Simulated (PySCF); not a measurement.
**A thermochemical cycle for SiN**

PBE0 in PySCF with def2-SVP on every atom, for the lowest determinant that a PBE0 search found; no spin–orbit coupling. SiN, a doublet (σ ↑), has De = 4.27 eV to neutral atoms, and SiN⁺, a triplet (π ↑↑), has De = 2.55 eV to Si⁺ + N.

At the same level the Si atom ionises at 8.22 eV.

What is the adiabatic ionisation energy of the molecule, and does ionisation strengthen or weaken the bond?

IE = IE(Si) + De(neutral) − De(ion) = 8.22 + 4.27 − 2.55 = 9.94 eV. De changes by -1.72 eV, so ionisation weakens the bond.

For an ion De counts to the pair picked by the measured ionisation energies or electron affinities, which need not be the lowest pair at this level. States were picked by a PBE0 search and need not be the measured ground states.
